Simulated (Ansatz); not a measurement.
**B₂NH₅ (SMILES BNB): functionals against CCSD(T) at one geometry**

An exercise on one series of results from a longer session: the logs are not shown, and one member is left open.

Computed with Ansatz 0.2.0, Gaussian basis. Level: single points in def2-TZVPP.

Correlated methods freeze the cores.

## The system as given

SMILES `BNB`, 8 atoms, charge 0, spin multiplicity 1.

Atoms are counted from 1 here; the program's logs count them from 0.

Bond lengths: B1–N2 1.261 Å, B1–H4 1.173 Å, B1–H5 1.196 Å, N2–B3 1.548 Å, N2–H6 0.951 Å, B3–H7 1.289 Å, B3–H8 1.058 Å. Angles: N2–B1–H4 119.5°, N2–B1–H5 118.4°, H4–B1–H5 122.0°, B1–N2–B3 126.6°, B1–N2–H6 122.9°, B3–N2–H6 109.8°, N2–B3–H7 118.4°, N2–B3–H8 122.9°, H7–B3–H8 117.0°.

Coordinates:

```xyz
8
B2H5N
B    -0.79370    0.68300   -0.64480
N     0.19910    0.42730    0.09010
B     0.68120   -0.97510    0.53510
H    -1.45770   -0.19710   -1.04610
H    -0.98330    1.81880   -0.96890
H     0.84960    1.08020    0.32420
H     1.56950   -1.05150    1.46620
H     0.16630   -1.86530    0.28750
```

Set-up of the first run:

The input, run/in.yaml:

```yaml
crystal:
  periodic: [false, false, false]
  atoms:
    - {symbol: B, position_ang: [-0.793700, 0.683000, -0.644800]}
    - {symbol: N, position_ang: [0.199100, 0.427300, 0.090100]}
    - {symbol: B, position_ang: [0.681200, -0.975100, 0.535100]}
    - {symbol: H, position_ang: [-1.457700, -0.197100, -1.046100]}
    - {symbol: H, position_ang: [-0.983300, 1.818800, -0.968900]}
    - {symbol: H, position_ang: [0.849600, 1.080200, 0.324200]}
    - {symbol: H, position_ang: [1.569500, -1.051500, 1.466200]}
    - {symbol: H, position_ang: [0.166300, -1.865300, 0.287500]}
basis:
  gaussian: {orbitals: def2-TZVPP}
correlation: {method: ccsd_t}
output: {forces: true}
```

The command line of these runs was not kept.

Among the steps run: CCSD(T)/def2-TZVPP; PBE0-D4/def2-TZVPP; wB97M-V/def2-TZVPP; r2SCAN-D4/def2-TZVPP; PBE-D4/def2-TZVPP; CAM-B3LYP-D4/def2-TZVPP; LC-wPBE/def2-TZVPP.

One table of the session follows, with a row left open; its other results are not shown here.

| method | RMS force component (eV/Å) | angle to CCSD(T) forces (°) | dipole (D) |
| --- | --- | --- | --- |
| CCSD(T) | 3.351 | reference | 1.53 |
| PBE0-D4 | 3.262 | 2.5 | 1.53 |
| wB97M-V | 3.263 | 1.4 | 1.55 |
| r2SCAN-D4 | 3.248 | 1.8 | 1.52 |
| PBE-D4 | ? | ? | ? |
| CAM-B3LYP-D4 | 3.234 | 2.5 | 1.54 |
| LC-wPBE | 3.285 | 2.7 | 1.57 |

**Question.** Estimate the row for PBE-D4.

**Answer.** RMS force component (eV/Å): 3.267; angle to CCSD(T) forces (°): 3.0; dipole (D): 1.51. In the column «RMS force component (eV/Å)» it lies between wB97M-V (3.263) and LC-wPBE (3.285).
